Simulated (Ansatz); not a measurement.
in.yaml

```yaml
crystal:
  periodic: [false, false, false]
  atoms:
    - {symbol: B, position_ang: [0.000000, -1.623594, -0.677472]}
    - {symbol: Ge, position_ang: [0.000000, 0.087356, 0.804839]}
    - {symbol: Cl, position_ang: [0.000000, 0.316111, -1.442456]}
basis:
  gaussian: {orbitals: cc-pVDZ, fitting: {mean_field: def2-universal-jkfit}}
total_charge: 1
magnetization: {spin_polarized: false, initial_magnetization: 1}
correlation: {active_space: {ras: {orbitals: [11, 1, 32], electrons: 23, max_holes: 2, max_particles: 2}, fixed_orbitals: true}}
output: {forces: true}
```

```sh
$ ansatz run in.yaml --threads 1 --pin off --events-out ev --progress --plain --max-ram 2393MiB
```

Question: Roughly how long does this take on 1 thread of Arm Neoverse V1, shared host, and how much host memory?

Answer: 39 s wall and 0.27 GiB.

```
469 factors; integrals over basis functions are off by at most 3.0e-2 eV
mean field evaluation 1: about -69635.6468 eV, gradient 2.4e1 eV
mean field evaluation 2: about -69637.1892 eV, gradient 1.5e1 eV
mean field evaluation 4: about -69638.0781 eV, gradient 1.3e0 eV
mean field evaluation 8: about -69638.2240 eV, gradient 1.0e-3 eV
mean field evaluation 16: about -69633.7076 eV, gradient 1.9e1 eV
mean field evaluation 32: about -69636.7367 eV, gradient 7.7e-1 eV
mean field -69638.22395119 eV, -2559.1575277227 hartree, gradient 1.5e-6 eV, S^2 0.750000; 7 other end points of the search recorded, 0 dependent functions left out
reference -69638.22395119 eV, -2559.1575277227 hartree; 27, 26 occupied and 32, 33 virtual orbitals, 469 factors
state -69645.53110605 eV, -2559.4260607107 hartree
the calculation of the forces begins
Total energy: -69645.53110605 eV, -2559.4260607107 hartree
Atom 0 at     0.000000    -1.623594    -0.677472 Å, force     0.000000     1.040808     0.191991 eV/Å
Atom 1 at     0.000000     0.087356     0.804839 Å, force    -0.000000    -0.584046     0.629137 eV/Å
Atom 2 at     0.000000     0.316111    -1.442456 Å, force     0.000000    -0.456762    -0.821128 eV/Å
Dipole moment:    -0.000000    -0.249282     0.235546 e Å
```

Forces (eV/Å):
```
B    0.000  1.041  0.192
Ge   0.000 -0.584  0.629
Cl   0.000 -0.457 -0.821
```
